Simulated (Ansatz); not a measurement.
For 2H-SiC, rVV10 (PAW; Ansatz, a program for electronic structure) gives:

```
Property                        Value
---------------------  --------------
lattice constant a            3.101 Å
c axis length                 5.094 Å
enthalpy of formation  -0.185 eV/atom
```

Task: What does HSE06 in Ansatz (PAW) give for the same quantities?

Result: 
- lattice constant a: 3.071 Å (decreases by 1.0 %)
- lattice parameter c: 5.036 Å (drops by 1.1 %)
- formation enthalpy: -0.276 eV/atom (moves by -0.091 eV/atom)

For comparison: lattice constant a 3.076 Å (measured, room temperature, not corrected to a static lattice; as tabulated in Paulus et al. (1997), arXiv:cond-mat/9701136); lattice parameter c 5.048 Å (measured, room temperature, not corrected to a static lattice; as tabulated in Paulus et al. (1997), arXiv:cond-mat/9701136).

Changes are worked out from the printed values.

Unless a cell is named, each level is at its own relaxed cell (rVV10 10.61, HSE06 10.28 Å³/atom).

Caveats: exact exchange on metals is sensitive to the k mesh and can open a false gap (HSE06). Ansatz's density-functional and Hartree–Fock values are scalar-relativistic unless marked +SOC, with PAW data made under PBE.
